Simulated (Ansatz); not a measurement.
CH4F2N2, SMILES `NC(N)(F)F`, charge 0, multiplicity 1.

Question: Give a relaxed structure at PBE0-D4/def2-TZVP (Ansatz). (Best estimate.)

Answer: Computed: 
Cartesian coordinates in Å:
```
N -0.3126 -0.9737 -0.6995
C -0.2545 0.2347 0.0083
N 0.9695 0.3678 0.6782
F -0.4102 1.3533 -0.7773
F -1.3537 0.2736 0.8346
H 0.4361 -1.0268 -1.3752
H -1.2113 -1.0917 -1.1462
H 1.1059 -0.3955 1.3253
H 1.0307 1.2582 1.1520
```
Point group C2.
This is one stationary point; other conformers may exist.
